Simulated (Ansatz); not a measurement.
Elastic constant C11 (GPa) of solids drawn from the class of elemental solids other than molecular ones, at two levels: PBE (Ansatz, a program for electronic structure, PAW), and LDA (plane waves, PAW; Ansatz).

```tsv
solid	PBE	LDA	shift (%)
fcc Ni	283	351	+24
fcc Al	105	115	+9.5
bcc Rb	3.07	3.90	+27
hcp Co	352	462	+31
hcp Re	608	673	+10.7
hcp Tc	489	556	+13.7
hcp Tl	29.2	46.9	+61
fcc Pt	306	381	+25
hcp Lu	91.3	105	+15.0
fcc Pd	199	271	+36
```

The shifts run from +9.5 % to +61 %, with a median of +24 %.

Over all 10 rows LDA is the larger in 10.

Ansatz's runs of these crystals have no spin polarisation, but for fcc Ni, hcp Co.

Density-functional runs with spin start from parallel moments for fcc Ni, parallel moments for hcp Co.

Spin–orbit coupling is left out, also for the solids with elements from indium on (hcp Re, hcp Tl, fcc Pt, hcp Lu); its size isn't shown.

Each level is taken at its own relaxed cell. Ansatz's density-functional and Hartree–Fock values are scalar-relativistic unless marked +SOC, with PAW data made under PBE.
